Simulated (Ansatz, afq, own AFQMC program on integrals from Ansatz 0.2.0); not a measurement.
AlBH$_{2}$⁺, doublet in cc-pVQZ, levels against AFQMC with the constraint released

```yaml
atoms:
  - { symbol: B, position_ang: [0.0000, 0.0000, 1.4848] }
  - { symbol: Al, position_ang: [0.0000, 0.0000, -0.7557] }
  - { symbol: H, position_ang: [0.0000, 1.0050, 2.1514] }
  - { symbol: H, position_ang: [0.0000, -1.0050, 2.1514] }
```

Connectivity, by distances: BH2–Al.

Basis cc-pVQZ. Noble-gas cores (and the filled d shells of Ga–Kr and In–Xe) are frozen. Ansatz 0.2.0 and our own AFQMC program on the same integrals; the CISD trial comes from CCSD amplitudes, and released means the phaseless constraint is let go. ± is one standard error of the sampling.

Determinant: UHF, the one that the program's search chose, which needn't be the lowest solution. The geometry is a PBE0/def2-TZVP stationary point of this or a neighbouring charge and spin state.

No full CI on the walks' own integrals is used here. The released AFQMC energy serves as the reference, which it does only where one determinant dominates, the energy is flat over the last release times and near the phaseless one (40 meV or 2 meV an electron, half that with transition metals). On small molecules, where full CI could be run and the noise was under 10 meV, such values lay within 10 meV of it in 19 cases of 20, a flattering rate, since the rule was set on those same cases; what remains of the bias isn't in the error bar.

Cautions: the ph-AFQMC/CISD walk drifts between its halves (2.1 errors); the released value is read at 1.62 1/Eh, later times being too noisy (meV from the phaseless value at times in 1/Eh: -6 ± 4 at 0.24, -9 ± 4 at 0.51, -6 ± 8 at 0.99, -2 ± 7 at 1.62, -22 ± 12 at 2.40).

- T1 diagnostic: 0.0184
- weight of the determinant in the CISD state: 0.903
- ⟨S²⟩ of the determinant: 0.789
- size of the correlated space: 7 electrons in 168 orbitals

Reference: AFQMC with the constraint released, correlation energy -4.320 ± 0.007 eV.

```tsv
level	E − E(reference) (meV)	share of correlation (%)
HF	4320.1 ± 6.5	0.00
MP2	851.1 ± 6.5	80.30
CCSD	129.0 ± 6.5	97.01
CCSD(T)	8.3 ± 6.5	99.81
ph-AFQMC/CISD	1.6 ± 7.6	99.96
```

A walk keeps the symmetry of its determinant, which the program's search chose and which needn't be the lowest solution, so a lower state of the same spin and another symmetry isn't excluded. Released energies are given only where the last usable release times agree within the noise; a slower fall can still hide under it.
